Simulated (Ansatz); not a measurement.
The input, for Ansatz 0.2.0:

```yaml
crystal:
  periodic: [false, false, false]
  atoms:
    - {symbol: B, position_ang: [0.000000, -0.926286, 1.954475]}
    - {symbol: Si, position_ang: [0.000000, 0.557870, 0.746812]}
    - {symbol: Cl, position_ang: [0.000000, -0.159478, -1.187612]}
basis:
  gaussian: {orbitals: cc-pVDZ}
total_charge: 1
magnetization: {spin_polarized: true, initial_magnetization: 1}
hamiltonian: {xc: {name: CAM-B3LYP}}
```

```sh
$ ansatz run in.yaml --threads 1 --pin off --events-out ev --progress --plain --max-ram 2393MiB
```

Log:

```
  # Exact exchange under (alpha + beta erf(omega r))/r, Becke's under what is left of 1/r.
512 factors; integrals over basis functions are off by at most 8.4e-4 eV
161 factors; integrals over basis functions are off by at most 1.3e-5 eV
mean field evaluation 1: about -21059.4695 eV, gradient 2.2e1 eV
mean field evaluation 2: about -21035.1949 eV, gradient 6.7e1 eV
mean field evaluation 4: about -21063.1879 eV, gradient 2.1e0 eV
mean field evaluation 8: about -21063.3038 eV, gradient 3.1e-1 eV
mean field evaluation 16: about -21063.5106 eV, gradient 3.7e-2 eV
mean field evaluation 32: about -21063.3793 eV, gradient 1.5e-1 eV
mean field evaluation 64: about -21063.1466 eV, gradient 1.5e0 eV
mean field evaluation 96: about -21063.4931 eV, gradient 2.0e-1 eV
mean field -21063.51068224 eV, -774.0697402120 hartree, gradient 5.6e-6 eV, S^2 1.273432; 5 other end points of the search recorded, 0 dependent functions left out
reference -21063.51077869 eV, -774.0697437563 hartree; 18, 17 occupied and 32, 33 virtual orbitals, 512 factors
Total energy: -21063.51077869 eV, -774.0697437563 hartree
```

Ran on 1 thread of Intel Xeon, shared host: 20 s wall, 0.14 GiB peak host memory.
